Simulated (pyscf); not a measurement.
F–SiH₃ + hydrogen fluoride (HF) → F–SiH₃ + hydrogen fluoride (HF) (four-centre exchange; singlet surface; H–Si, F–H broken, H–Si, F–H formed). Optimised with ωB97X-D3(BJ)/def2-SVP in PySCF. Correlated levels are frozen-core, on RHF or UHF. ΔMP2 is the change of the MP2 total energy from the triple- to the quadruple-zeta basis. Energies in kJ/mol from the separated reactants.

```csv
level,barrier,reaction energy
ωB97X-D3(BJ)/def2-TZVP,290.9,0.0
B3LYP-D3(BJ)/def2-TZVP,278.3,0.0
PBE0-D3(BJ)/def2-TZVP,269.8,0.0
HF/def2-TZVP,404.2,0.0
CCSD/def2-TZVPP,327.4,0.0
CCSD(T)/def2-TZVPP,310.1,0.0
CCSD(T)/def2-TZVPP + ΔMP2(QZVPP),(withheld),0.0
```

Fill in the missing entries.


- CCSD(T)/def2-TZVPP + ΔMP2(QZVPP), barrier: 307.6

Of the functionals in the table, ωB97X-D3(BJ) is closest to CCSD(T)/def2-TZVPP + ΔMP2(QZVPP) in the barrier (16.7 kJ/mol apart) and PBE0-D3(BJ) least close (37.8 kJ/mol); that level has limits of its own. The same reactants have a lower exit, to F–SiH₂–F + H₂ (barrier +118.2 kJ/mol at ωB97M-D3(BJ), against +290.2 kJ/mol here). Another saddle between the same species, by other bonds, lies lower (108.3 kJ/mol against 290.2 kJ/mol at ωB97M-D3(BJ)). The CCSD(T) − MP2 part came from Ansatz, without density fitting, on the same reference.
